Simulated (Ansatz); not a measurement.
SiNH4 (SMILES N[SiH2+]) (charge +1), closed shell: a single point displaced at random from a GFN2-xTB minimum.

The input file, in.yaml:

```yaml
crystal:
  periodic: [false, false, false]
  atoms:
    - {symbol: N, position_ang: [0.041500, -0.854600, 0.081600]}
    - {symbol: Si, position_ang: [-0.055000, 0.807300, -0.101000]}
    - {symbol: H, position_ang: [0.282100, -1.558300, -0.505300]}
    - {symbol: H, position_ang: [-0.379500, -1.283100, 0.936200]}
    - {symbol: H, position_ang: [0.585600, 1.255500, -1.340400]}
    - {symbol: H, position_ang: [-0.503200, 1.607200, 0.925500]}
basis:
  gaussian: {orbitals: def2-TZVPP}
total_charge: 1
correlation: {method: ccsd_t}
output: {forces: true}
```

An equivalent command:

```bash
ansatz run in.yaml --threads 4 --pin off --events-out ev --progress --plain
```

Output of Ansatz 0.2.0:

```
Functional definition: HF
  name "HF"
  cite "Fock, Z. Phys. 61, 126 (1930) doi:10.1007/BF01340294"
  parent pbe
  exchange = exact_x
  correlation = 0
737 factors; integrals over basis functions are off by at most 1.4e-3 eV
mean field evaluation 1: about -9394.8033 eV, gradient 5.7e1 eV
mean field evaluation 2: about -9394.8040 eV, gradient 5.7e1 eV
mean field evaluation 4: about -9401.1916 eV, gradient 3.1e0 eV
mean field evaluation 8: about -9401.2279 eV, gradient 1.2e-1 eV
mean field evaluation 16: about -9401.2262 eV, gradient 5.4e-1 eV
mean field -9401.22795577 eV, -345.4887549935 hartree, gradient 4.9e-6 eV, S^2 0.000000; 0 other end points of the search recorded, 0 dependent functions left out
6 core orbitals not correlated: weight in the atoms' cores, before any rotation towards them, 1.000 or more for the frozen orbitals, at most 0.000 for the correlated occupied ones
reference -9401.22795577 eV, -345.4887549935 hartree; 6, 6 occupied and 117, 117 virtual orbitals, 737 factors
second order -8.62319577 eV of doubles, -0.00000000 eV of singles
cycle   1  -8.99313609 eV  change   -3.7e-1 eV  update   6.9e-2
cycle   2  -9.24744066 eV  change   -2.5e-1 eV  update   2.3e-2
cycle   3  -9.30855413 eV  change   -6.1e-2 eV  update   1.4e-2
cycle   4  -9.30023459 eV  change    8.3e-3 eV  update   5.1e-3
cycle   5  -9.30108649 eV  change   -8.5e-4 eV  update   2.5e-3
cycle   6  -9.30112842 eV  change   -4.2e-5 eV  update   6.1e-4
cycle   7  -9.30095417 eV  change    1.7e-4 eV  update   1.5e-4
cycle   8  -9.30098424 eV  change   -3.0e-5 eV  update   5.1e-5
cycle   9  -9.30097702 eV  change    7.2e-6 eV  update   1.3e-5
cycle  10  -9.30097147 eV  change    5.5e-6 eV  update   4.1e-6
perturbative correction -0.32788115 eV, -0.0120494101 hartree
the calculation of the forces begins
Total energy: -9410.85680840 eV, -345.8426088008 hartree
Atom 0 at     0.041500    -0.854600     0.081600 Å, force    -2.148874     2.881322     3.890079 eV/Å
Atom 1 at    -0.055000     0.807300    -0.101000 Å, force     1.518569    -2.513488    -2.048275 eV/Å
Atom 2 at     0.282100    -1.558300    -0.505300 Å, force     1.174209    -2.211317    -2.671463 eV/Å
Atom 3 at    -0.379500    -1.283100     0.936200 Å, force     0.487564     0.565475    -0.796869 eV/Å
Atom 4 at     0.585600     1.255500    -1.340400 Å, force    -0.224941     0.231476     0.078121 eV/Å
Atom 5 at    -0.503200     1.607200     0.925500 Å, force    -0.806527     1.046532     1.548407 eV/Å
Dipole moment:    -0.100948     0.069143     0.038156 e Å
```

The lines “mean field evaluation” count trial sets of orbitals through the whole run, from several starts and some on an approximate energy, so they need not fall steadily or lie above the final value.

Time: 12 s of wall clock on 4 CPU threads; the host was shared. Peak host memory: 1.1 GiB.
